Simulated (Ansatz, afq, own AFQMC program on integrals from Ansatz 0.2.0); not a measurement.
# AFQMC, coupled cluster and functionals along a coordinate of HCl, singlet

```xyz
2

Cl    0.0000    0.0000    0.0000
H     0.0000    0.0000    1.2788
```

The Cl1–H2 distance is changed with both sides rigid. Energies in mEh count from this geometry (1.279 Å) at the same level; the start stands on RHF, each point on the determinant named.

Basis cc-pVDZ. Only valence electrons are correlated. AFQMC by an in-house program on the Cholesky factors that Ansatz 0.2.0 writes for its CCSD(T) run. ph-AFQMC/CISD is guided by a CISD state made of CCSD amplitudes; releasing the constraint for a short imaginary time cuts its bias at the price of noise, slowly where states lie close. ± is one standard error of the sampling.

Cautions, each for one point or more: cluster runs in doubt by the program's own checks; restricted determinant unstable towards unrestricted; strong correlation; the next higher spin lies close; unrestricted determinant spin contaminated.

```csv
r(Cl1–H2) / Å,det.,T1,weight,⟨S²⟩,r2SCAN,CCSD,CCSD(T)
1.149,RHF,0.004,0.94,pure,15.8,15.5,15.6
1.432,RHF,0.006,0.93,pure,8.8,9.6,9.4
1.780,RHF,0.011,0.91,pure,63.3,64.9,63.5
2.331,RHF,0.030,0.82,pure,134.2§,135.3,129.0
3.407,UHF‡,0.005,0.95,1.00,163.0§,154.8,156.0
```

Estimate the curve of full CI, counted from the same start.


```csv
r(Cl1–H2) / Å,det.,T1,weight,⟨S²⟩,FCI,ph-AFQMC/CISD,released AFQMC,CCSDT(Q)
1.149,RHF,0.004,0.94,pure,15.7,15.7 ± 0.06,15.7 ± 0.06,15.7
1.432,RHF,0.006,0.93,pure,9.3,9.4 ± 0.07,9.3 ± 0.06,9.3
1.780,RHF,0.011,0.91,pure,63.2,63.5 ± 0.09,–,63.2
2.331,RHF,0.030,0.82,pure,128.6,131.3 ± 0.2,–,128.5
3.407,UHF‡,0.005,0.95,1.00,155.4,155.7 ± 0.06,155.4 ± 0.06,155.6
```

Weight is that of the determinant in the CISD state; at the start T1 is 0.005 and the weight 0.94. A double dagger marks points where the walks on two determinants ended up to 9.6 mEh apart; the lower is shown. A dash marks a missing value, a released energy that hasn't settled or a functional that sits on another state. § marks a functional whose ⟨S²⟩ is too high by over 0.1. Largest departures from full CI: CCSD(T) 0.6 mEh at 3.407 (on UHF), ph-AFQMC/CISD 2.7 mEh at 2.331 (on RHF), released AFQMC 0.1 mEh at 1.432 (on RHF) (within the noise), CCSDT(Q) 0.2 mEh at 3.407 (on UHF), r2SCAN -0.5 mEh at 1.432, CCSD 6.7 mEh at 2.331 (on RHF). Functionals count only at points shown to share the start's state and spin. In this small basis the wave-function levels are far from their limit, so their gap to the functionals isn't the functionals' error.

CCSDT and higher add their correlation energy to the determinant of the CCSD(T) run, since their own runs factorise the integrals more tightly (a shift of under 2 meV). A walk keeps the symmetry of its determinant, which the program's search chose and which needn't be the lowest solution, so a lower state of the same spin and another symmetry isn't excluded. Released energies are given only where the last usable release times agree within the noise; a slower fall can still hide under it.
